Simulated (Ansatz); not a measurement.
Geometry optimisation, Ansatz 0.2.0, UKS BHLYP/def2-SVP.

input.yaml

```yaml
crystal:
  periodic: [false, false, false]
  atoms:
    - { symbol: B, position_ang: [0.0, 0.0, 0.0] }
    - { symbol: H, position_ang: [0.0, 0.0, 1.44] }
    - { symbol: H, position_ang: [1.0305, 0.0, -0.595] }
    - { symbol: Cl, position_ang: [-1.6108, 0.0, -0.93] }
    - { symbol: F, position_ang: [0.0, 0.0, 2.66] }
magnetization:
  spin_polarized: true
  initial_magnetization: 1
basis:
  gaussian: { orbitals: def2-SVP }
hamiltonian:
  xc: { name: BHLYP }
relax:
  f_tol: 0.15
  max_steps: 25
  restrain:
    - { distance: [1, 4], at: 0.92, k: 30.0 }
    - { distance: [0, 1], at: 2.39, k: 30.0 }
output:
  orbitals: {}
```

Launched with:

```bash
$ ansatz run input.yaml --threads 2 --pin off --max-ram 3072MiB --backend cpu --events-out ev --progress --plain --runs-dir out
```

**Question.** Where does it end, and by what steps?

**Answer.** It converged. The restraints hold the end off the free minimum. After 6 steps the energy has fallen by 0.965 eV (the restraints' own energy left out); H2 moved furthest, 0.58 Å. Joined: H2–F5 (1.22 → 0.92 Å).

```json
{"step": "0", "energy less start (eV)": "0.0000", "largest force component (eV/Å)": "2.491", "accepted": "yes"}
{"step": "1", "energy less start (eV)": "-0.6760", "largest force component (eV/Å)": "3.165", "accepted": "yes"}
{"step": "2", "energy less start (eV)": "-0.4893", "largest force component (eV/Å)": "8.362", "accepted": "yes"}
{"step": "3", "energy less start (eV)": "-0.8422", "largest force component (eV/Å)": "1.374", "accepted": "yes"}
{"step": "4", "energy less start (eV)": "-0.9554", "largest force component (eV/Å)": "0.345", "accepted": "yes"}
{"step": "5", "energy less start (eV)": "-0.9619", "largest force component (eV/Å)": "0.216", "accepted": "yes"}
{"step": "6", "energy less start (eV)": "-0.9653", "largest force component (eV/Å)": "0.123", "accepted": "yes"}
```

```xyz
5
Properties=species:S:1:pos:R:3
B -0.043 0.002 -0.361
H -0.001 0.007 2.024
H 1.022 -0.002 -0.898
Cl -1.568 -0.001 -1.132
F 0.010 -0.005 2.943
```

Run time: 7.9 s on 2 threads of Arm Neoverse V2, with other jobs on the host, peak memory 0.14 GiB.
